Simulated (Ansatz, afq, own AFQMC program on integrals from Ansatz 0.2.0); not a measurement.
Two steps: Ansatz 0.2.0 writes the Fock matrix and Cholesky factors of the valence space, and afq projects on them the lowest state that overlaps trial and start.

```yaml
crystal:
  periodic: [false, false, false]
  atoms:
    - {symbol: Si, position_ang: [0.000000, 0.032951, 0.605869]}
    - {symbol: N, position_ang: [0.000000, -0.113788, -1.088955]}
    - {symbol: H, position_ang: [0.000000, 0.663088, -1.749585]}
basis:
  gaussian: {orbitals: cc-pVDZ}
magnetization: {spin_polarized: false}
correlation: {method: ccsd_t, electrons: outside_noble_gas, hamiltonian_folder: ham}
```

```sh
$ ansatz run in.yaml --threads 1 --pin off --events-out ev --progress --plain --max-ram 15360MiB --backend cuda --devices 0, --max-vram 18GiB
```

Options of the walk:

```
--method phaseless --trial hf --walkers 4000 --populations 20 --least-time 40 --time-step 0.005 --steps-per-block 20 --equilibration-blocks 112 --max-blocks 4000 --target-error 0.0009500 --factor-cut 1e-05 --seed 6383 --taylor-order 6
```

Times are imaginary, in 1/Eh. The walk had a cap of 49 s. With eight or more populations the least sampling time is a fifth of least-time, and the error comes from their spread.

Output of the walk:

```
orbitals 31  electrons 5 5  factors 228 of 365
reference energy -343.90605822 Eh
CCSD correlation -0.27781734 Eh in 12 cycles, weight of the determinant in the CISD state 0.8450
energy of the start -343.906058 Eh
 block  time / (1/Eh)  mean weight  energy / Eh
     1     0.100  1.0010  -343.967328
     2     0.200  1.0015  -344.013355
     3     0.300  1.0017  -344.049275
     4     0.400  1.0021  -344.072708
     5     0.500  1.0018  -344.088843
     7     0.700  1.0009  -344.118742
     9     0.900  1.0006  -344.134746
    13     1.300  1.0003  -344.164091
    25     2.500  0.9998  -344.186244
    37     3.700  1.0000  -344.204733
    49     4.900  1.0000  -344.195196
    61     6.100  1.0000  -344.199109
    73     7.300  1.0001  -344.202092
    85     8.500  1.0002  -344.213134
    97     9.700  0.9998  -344.203785
   109    10.900  1.0000  -344.200698
   121    12.100  0.9998  -344.209004
   133    13.300  1.0001  -344.205746
   145    14.500  1.0003  -344.192804
   151    15.100  1.0001  -344.189283
   157    15.700  1.0001  -344.195954
   169    16.900  1.0000  -344.206987
   181    18.100  1.0000  -344.214713
   193    19.300  1.0003  -344.202216
   205    20.500  1.0002  -344.212481
   217    21.700  1.0000  -344.212502
   229    22.900  1.0002  -344.209716
   241    24.100  1.0001  -344.200122
   253    25.300  1.0001  -344.212712
   265    26.500  0.9998  -344.200396
   271    27.100  0.9999  -344.204670
error from the spread of 20 populations
energy -344.203641 +/- 0.001816 Eh
(rows thinned)
```

The run passed its tests (sampling time, drift between the halves within three errors, error under three times the target), which doesn't prove that it has relaxed, ending at its cap on processor time.

Against this walk (error 49.4 meV) on the same determinant: CCSD(T) 136.1 meV higher, CCSDT(Q) 58.6 meV higher (within the noise), CCSDTQ 73.3 meV higher (within the noise), a separate phaseless walk with a CISD trial and standard settings 90.7 ± 50.0 meV higher (within the noise). The error is statistical and leaves out the bias of the constraint.

Cautions: constraint bias not in the error; error above the target (49.4 against 25.9 meV); restricted determinant unstable towards unrestricted (UHF 145 meV lower, ⟨S²⟩ 0.47); strong correlation (T1 0.036, weight of the determinant 0.84, largest double 0.12).

The walk took 49 s on 1 × NVIDIA H100 80GB HBM3 with 2 threads of AMD EPYC 7R13 Processor (Zen 3) (shared host) (the card was shared). The log's last line is the phaseless energy.

CCSDT and higher add their correlation energy to the determinant of the CCSD(T) run, since their own runs factorise the integrals more tightly (a shift of under 2 meV). A walk keeps the symmetry of its determinant, which the program's search chose and which needn't be the lowest solution, so a lower state of the same spin and another symmetry isn't excluded.
